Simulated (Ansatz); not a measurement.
Species: CHCl2, charge 0, doublet. CHCl2 (SMILES Cl[CH]Cl, doublet).
B3LYP-D3(BJ)/def2-TZVP minimum from Ansatz (an electronic-structure program):
```xyz
4

C      0.1584    -0.0036     0.6688
Cl    -0.0688     1.4728    -0.1507
Cl    -0.0358    -1.4714    -0.1744
H      0.8276    -0.0029     1.5147
```
Charge 0, spin multiplicity 2.

Total energies in aug-cc-pV(D+d)Z, 19 correlated electrons, 11 frozen orbitals. Radicals and triplets start from unrestricted determinants; spin-orbit coupling is neglected. Cores are frozen in correlated methods. No relativity.

```
method    program  energy (Eh)  minus CCSDT(Q) (mEh)
--------  -------  -----------  --------------------
HF         Ansatz   -957.41627                474.78
MP2        Ansatz   -957.83516                 55.89
CCSD       Ansatz   -957.87295                 18.09
CCSD(T)    Ansatz   -957.88874                  2.30
CCSDT(Q)   Ansatz   -957.89104                  0.00
```

Rough core times of Ansatz's runs on a shared machine: CCSD(T) 20 s, CCSDT(Q) 50 min.
